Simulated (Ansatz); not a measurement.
# Worked example: CO, singlet against CO, triplet

Geometry (PBE0/def2-TZVP stationary point of a triplet), kept for both states (CO, triplet: Π; CO, singlet: Σ⁺):

```json
{"atom": "O", "x (Å)": "0.0000", "y (Å)": "0.0000", "z (Å)": "0.0000"}
{"atom": "C", "x (Å)": "0.0000", "y (Å)": "0.0000", "z (Å)": "1.1955"}
```

Basis cc-pVDZ; Ansatz 0.2.0. Correlated methods freeze the noble-gas cores. Prefix R: restricted or restricted open-shell reference; prefix U: unrestricted.

Full CI isn't at hand for all of this; UCCSDTQ serves as the reference, and is uncertain by about the last step of the cluster series.

Unrestricted rows (U, and Kohn–Sham where it breaks symmetry) aren't spin-pure: their determinants' ⟨S²⟩ exceeds S(S+1) by up to 0.20, so they mix in states of higher spin.

```tsv
level	E(CO, triplet) (hartree)	E(CO, singlet) (hartree)
UHF	-112.557408	-112.733568
UMP2	-112.800075	-113.032481
UCCSD(T)	-112.832280	-113.050071
PBE	-112.985726	-113.190208
r2SCAN	-113.055625	-113.253786
UCCSDTQ	-112.834706	-113.051716
```

**Question.** Give the vertical gap, CO singlet less CO triplet, at each level in eV (1 hartree = 27.2114 eV), and each error against UCCSDTQ.

**Answer.** UCCSDTQ: (-113.051716 − (-112.834706)) × 27.2114 = -5.905 eV (the reference)
r2SCAN: (-113.253786 − (-113.055625)) × 27.2114 = -5.392 eV, error 0.513 eV
PBE: (-113.190208 − (-112.985726)) × 27.2114 = -5.564 eV, error 0.341 eV
UCCSD(T): (-113.050071 − (-112.832280)) × 27.2114 = -5.926 eV, error -0.021 eV
UMP2: (-113.032481 − (-112.800075)) × 27.2114 = -6.324 eV, error -0.419 eV
UHF: (-112.733568 − (-112.557408)) × 27.2114 = -4.794 eV, error 1.111 eV

Total energies of functionals can't be set beside those of wave-function methods, since they hold the core's correlation and their own absolute errors; only the differences compare.

In so small a basis the reference is far from its limit while semilocal and hybrid functionals are nearer theirs, so the functionals' errors here hold much of the reference's basis and frozen-core error, which can add to them or hide them.

Each level lands on the state that its own search finds. T1 diagnostics of restricted CCSD: 0.036 and 0.024.
